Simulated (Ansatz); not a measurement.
**LiC+ (singlet): from Hartree-Fock to the top rungs, aug-cc-pVTZ**

The task here is to estimate one member of a computed series from the others.

Method: aug-cc-pVTZ, core rule «outside noble gas», up to 2 orbitals frozen; program: Ansatz 0.2.0, Gaussian basis.

Plan: UHF; CCSD(T) on RHF; CCSD(T) on UHF; BCCD(T) on RHF; CCSDT(Q) on RHF; CCSDT(Q) on UHF; Full CI.

22 further runs of the same task are left out: 5 for a known fault of the program, 6 that didn't finish, 11 set aside as unsound or not needed. Runs told in other sessions of the task aren't counted.

### What is computed

The geometry is a PBE0/def2-TZVP stationary point (not a proven minimum) of the parent state, kept for this charge and spin.

2 atoms, charge 1, spin multiplicity 1.

Atoms are counted from 1 here; the program's logs count them from 0.

Bond lengths: C1–Li2 2.280 Å.

The first run:

Input file in.yaml:

```yaml
crystal:
  periodic: [false, false, false]
  atoms:
    - {symbol: C, position_ang: [0.000000, 0.000000, 0.000000]}
    - {symbol: Li, position_ang: [0.000000, 0.000000, 2.280000]}
basis:
  gaussian: {orbitals: aug-cc-pVTZ}
total_charge: 1
magnetization: {spin_polarized: true, initial_magnetization: 0}
hamiltonian: {xc: hf}
output: {orbitals: {seedname: orbitals}}
```

Command:

```console
ansatz run in.yaml --threads 1 --pin off --events-out ev --progress --plain --max-ram 2393MiB
```

Steps of the session up to this table: UHF; CCSD(T) on RHF; CCSD(T) on UHF; BCCD(T) on RHF; CCSDT(Q) on RHF; CCSDT(Q) on UHF; Full CI.

One of the session's tables, all rows but one given; the rest of the session is left out.

It belongs to the step «Misses and costs». 

| method | from FCI (meV) |
| --- | --- |
| RHF | ? |
| RMP2 | +997.1 |
| RCCSD | +145.8 |
| RCCSD(T) | +52.7 |
| BCCD(T) | +52.5 |
| RCCSDT | +31.5 |
| RCCSDT(Q) | +14.7 |
| FCI | 0 |

**Question.** Estimate the row for RHF.

The run gave: from FCI (meV): +3336.1. In the column «from FCI (meV)» it is the highest.

Left out of the table: UHF, UMP2, UCCSD, UCCSD(T), UCCSDT, UCCSDT(Q) (another determinant or state than the rows shown). UCCSDT(Q) lies 0.98 eV below the table's zero, so the state tabled may not be the lowest.
